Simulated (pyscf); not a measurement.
**Four-centre exchange: H₃C–N(CH₃)–Na (SMILES C[N](C)[Na]) + NH₃ (SMILES N) → H₂N–Na (SMILES [NH2][Na]) + H₃C–NH–CH₃ (SMILES CNC)**

Gas phase, singlet surface, charge 0. Bonds broken: Na1–N2, N11–H12. Bonds formed: Na1–N11, N2–H12. Single points on ωB97X-D3(BJ)/def2-SVP structures (PySCF, gas phase).

Transition state (Å):

```xyz
14

Na     0.4964     0.1684     2.4067
N     -0.5497    -0.1265     0.4199
C      0.0605    -0.7885    -0.7085
C     -1.9798    -0.0208     0.2530
H     -0.2332    -1.8564    -0.8022
H     -0.1926    -0.3117    -1.6846
H      1.1633    -0.7658    -0.6198
H     -2.4967    -1.0048     0.2638
H     -2.2732     0.4719    -0.7038
H     -2.4207     0.5820     1.0695
N      0.6343     2.0368     1.2043
H     -0.0127     1.0543     0.6162
H      1.4244     2.3450     0.6339
H      0.0424     2.8664     1.2839
```

One imaginary mode, 1135i cm⁻¹; descent along it reached the two sides named, in the forms told below.

| bond | change | reactant side (Å) | saddle | product side |
|---|---|---|---|---|
| Na1–N2 | breaks | 2.178 | 2.265 | 2.360 |
| N11–H12 | breaks | 1.060 | 1.315 | 1.810 |
| Na1–N11 | forms | 2.332 | 2.226 | 2.155 |
| N2–H12 | forms | 1.907 | 1.312 | 1.069 |

Electronic energies relative to the separated reactants (kcal/mol):

```
level                   barrier  reaction energy  reverse barrier
----------------------  -------  ---------------  ---------------
ωB97X-D3(BJ)/def2-TZVP    -15.9             -1.1            -14.8
PBE/def2-TZVP             -16.1             -0.3            -15.7
r²SCAN/def2-TZVP          -16.6             -0.5            -16.1
B3LYP-D3(BJ)/def2-TZVP    -15.8             -0.8            -15.0
PBE0-D3(BJ)/def2-TZVP     -16.7             -0.5            -16.3
M06-2X/def2-TZVP          -15.5             -1.5            -14.1
ωB97M-D3(BJ)/def2-TZVP    -14.2             -1.6            -12.6
HF/def2-TZVP               -3.9             -3.3             -0.6
```

With ωB97M-D3(BJ)/def2-TZVP energies and thermal terms (ideal gas, 1 atm, RRHO with modes under 100 cm⁻¹ raised to 100, one conformer, R ln 2 for chiral ones without a mode under 150 cm⁻¹), in kcal/mol:

```tsv
T (K)	ΔH‡	ΔG‡	ΔH	ΔG
298	-15.6	-5.4	-1.1	-2.1
600	-15.1	4.7	-1.0	-3.1
900	-14.3	14.4	-1.0	-4.2
1200	-13.5	23.9	-1.0	-5.3
```

On the reactant side the descent ends in an adduct with a N–Na, H–Na contact, 19.9 kcal/mol under the separated species and 4.0 kcal/mol under the saddle at ωB97X-D3(BJ)/def2-TZVP. On the product side the descent ends in an adduct with a N–Na, H–Na contact, 20.5 kcal/mol under the separated species and 5.7 kcal/mol under the saddle at ωB97X-D3(BJ)/def2-TZVP. At ωB97X-D3(BJ), PBE, r²SCAN, B3LYP-D3(BJ), PBE0-D3(BJ), M06-2X, ωB97M-D3(BJ), HF the saddle lies under the separated reactants, which points to a path from their complex (located at ωB97X-D3(BJ) alone). At ωB97X-D3(BJ), PBE, r²SCAN, B3LYP-D3(BJ), PBE0-D3(BJ), M06-2X, ωB97M-D3(BJ), HF the saddle lies under the separated products, which points to a path from their complex (located at ωB97X-D3(BJ) alone). What is counted as formed (N–Na) is already present as a longer contact in the reactant adduct; forming that adduct is a step of its own. What is counted as broken (N–Na) persists as a longer contact in the product adduct; parting that adduct is a step of its own. H₃C–NH–CH₃ lies 7.8 kcal/mol over its isomer H₃C–CH₂–NH₂ (electronic energy, ωB97M-D3(BJ)). This is the saddle that the search found; another between the same sides may lie lower.
